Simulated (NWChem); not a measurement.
A convergence study on CF4 (tetrafluoromethane)

CF4: 5 atoms, total charge 0, spin state singlet. As SMILES, `FC(F)(F)F`. The shape is that of a PBE0-D4/def2-TZVP optimisation.

```xyz
5

F    -0.8501    0.0253    0.9895
C     0.0100   -0.0147   -0.0083
F     1.1575   -0.5013    0.4201
F    -0.4640   -0.7860   -0.9662
F     0.1966    1.2030   -0.4767
```

Program: NWChem 7.3.0. Method: TPSSh/6-31G* (spherical functions). Swept: integration grid. Watched: the total energy. Each run: energy. Hardware: 1 thread of AMD EPYC 9R14 (Zen 4), shared host.

The last row is the best point of the sweep, not the limit.

Q: The candidates, from coarse to fine: lebedev 20 3; lebedev 35 6; lebedev 50 8; lebedev 75 11; lebedev 99 14; lebedev 150 18. Estimate which is the coarsest that holds the total energy within 0.01 mEh of the last.

A: lebedev 75 11: it is 0.000 mEh off and takes 4.2 s, against 14 s for lebedev 150 18.

```csv
integration grid,energy (Eh),from the best (mEh),wall time
lebedev 20 3,-423.419942,+14043.984,2.7 s
lebedev 35 6,-437.463771,+0.156,3.3 s
lebedev 50 8,-437.463911,+0.015,3.6 s
lebedev 75 11,-437.463927,0.000,4.2 s
lebedev 99 14,-437.463926,0.000,6.3 s
lebedev 150 18,-437.463927,0.000,14 s
```
